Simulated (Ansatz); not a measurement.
**Worked example: SiN⁺, triplet against SiN, quartet**

Geometry (PBE0/def2-TZVP stationary point of a quartet), kept for both states (SiN, quartet: Π; SiN⁺, triplet: Σ⁻):

```xyz
2

Si    0.0000    0.0000    0.0000
N     0.0000    0.0000    1.8891
```

Basis cc-pVDZ; Ansatz 0.2.0. Correlated methods freeze the noble-gas cores. R marks a restricted (for open shells ROHF) determinant, U an unrestricted one.

Full CI isn't at hand for all of this; UCCSDT(Q) serves as the reference, and is uncertain by about the last step of the cluster series.

| level | E(SiN, quartet) (hartree) | E(SiN⁺, triplet) (hartree) |
| --- | --- | --- |
| UHF | -343.244639 | -342.977454 |
| UMP2 | -343.392701 | -343.126664 |
| UCCSD(T) | -343.432527 | -343.166999 |
| PBE | -343.813329 | -343.540932 |
| UCCSDT(Q) | -343.434095 | -343.168893 |

Problem. Give the vertical gap, SiN⁺ triplet less SiN quartet, at each level in eV (1 hartree = 27.2114 eV), and each error against UCCSDT(Q).

Solution. UCCSDT(Q): (-343.168893 − (-343.434095)) × 27.2114 = 7.217 eV (the reference)
PBE: (-343.540932 − (-343.813329)) × 27.2114 = 7.412 eV, error 0.195 eV
UCCSD(T): (-343.166999 − (-343.432527)) × 27.2114 = 7.225 eV, error 0.008 eV
UMP2: (-343.126664 − (-343.392701)) × 27.2114 = 7.239 eV, error 0.022 eV
UHF: (-342.977454 − (-343.244639)) × 27.2114 = 7.270 eV, error 0.053 eV

Total energies of functionals can't be set beside those of wave-function methods, since they hold the core's correlation and their own absolute errors; only the differences compare.

In so small a basis the reference is far from its limit while semilocal and hybrid functionals are nearer theirs, so the functionals' errors here hold much of the reference's basis and frozen-core error, which can add to them or hide them.

Each level lands on the state that its own search finds. T1 diagnostics of restricted CCSD: 0.027 and 0.031.
